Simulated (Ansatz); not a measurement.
## H3NO (hydroxylamine): from total energies to a heat of formation

The species is H3NO (5 atoms), meant as a singlet with charge 0. SMILES: `NO`. The coordinates come from a PBE0-D4/def2-TZVP relaxation. This is one conformer, not always the lowest.

Total energies at BHLYP/def2-TZVPP (Ansatz 0.2.0); the atoms run unrestricted:

| species | state | energy (Eh) |
| --- | --- | --- |
| H3NO | singlet | -131.702303 |
| N | quartet | -54.590855 |
| O | triplet | -75.077121 |
| H | doublet | -0.498545 |

Harmonic wavenumbers at PBE0-D4/def2-TZVP, in cm⁻¹: 432, 980, 1152, 1346, 1411, 1678, 3470, 3552, 3855.

Measured heats of formation of the gaseous atoms at 298.15 K, in kJ/mol: N 472.4, O 249.2, H 218.0. Spin-orbit lowering of the atoms at 298 K (mean of the ground term's levels less their thermal mean, from spectra), in kJ/mol: O 0.40. Take 1 Eh = 2625.50 kJ/mol, 1 cm⁻¹ = 0.0119627 kJ/mol, RT = 2.479 kJ/mol.

Problem. Work out the heat of formation of the gas at 298 K.

Solution. 
1. Electronic atomisation energy: (-54.590855) + (-75.077121) + 3 × (-0.498545) − (-131.702303) = 0.538692 Eh = 1414.3 kJ/mol.
2. Zero-point energy: half the sum of the wavenumbers, 8938 cm⁻¹ = 106.9 kJ/mol.
3. Thermal vibrational enthalpy, Σ hcν̃/(exp(hcν̃/kT) − 1): 0.9 kJ/mol. Translation, rotation and pV of a non-linear molecule: 4 RT = 9.9 kJ/mol.
4. The 5 free atoms carry 5/2 RT each: 31.0 kJ/mol.
5. Spin-orbit coupling lowers the free atoms by 0.40 = 0.4 kJ/mol.
6. Atomisation enthalpy at 298 K: 1414.3 − 0.4 − 106.9 − 0.9 − 9.9 + 31.0 = 1327.2 kJ/mol.
7. Sum of the atoms' heats of formation: 1375.6 kJ/mol. Heat of formation: 1375.6 − 1327.2 = +48.4 kJ/mol.

The tabulated value is -43.5 kJ/mol (Active Thermochemical Tables), so this level is off by +91.9 kJ/mol, or 6.5 % of the atomisation enthalpy that the table implies (1419.1 kJ/mol). Hybrids with much exact exchange underbind. Anharmonicity and any spin-orbit splitting of the molecule are left out.
